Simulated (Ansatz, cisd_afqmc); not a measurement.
System: CH$_{4}$FO, charge -1, singlet.
NHTBH set geometry:
```
C
O 1 1.3866
H 2 1.0503 1 106.43
F 3 1.3599 1 132.79 2 -179.97
H 1 1.0984 2 109.94 3 -179.53
H 1 1.1015 5 107.21 2 -123.02
H 1 1.1017 5 107.19 6 -113.94
```
Charge -1, spin multiplicity 1.

Total energies in aug-cc-pVTZ, 22 correlated electrons, 3 frozen orbitals. Open shells are spin-unrestricted; no spin-orbit coupling. Correlated methods leave the cores frozen. No relativity. AFQMC/CISD: phaseless, guided by CISD from CCSD amplitudes; bars are statistical, one sigma. Outlying blocks are dropped, and bars are widened where a walk drifts. Over all cases where full CI ran beside it in this data, AFQMC minus full CI had a median of +0.1 mEh and passed +0.4 mEh in a tenth of the cases.

```tsv
method	program	energy (Eh)	minus AFQMC/CISD (mEh)
HF	Ansatz	-214.58335	778.0 ± 0.4
MP2	Ansatz	-215.32267	38.7 ± 0.4
CCSD	Ansatz	-215.33291	28.5 ± 0.4
CCSD(T)	Ansatz	-215.36029	1.1 ± 0.4
AFQMC/CISD	cisd_afqmc	-215.3614 ± 0.0004	0.0
```

Ansatz is a first-principles code.
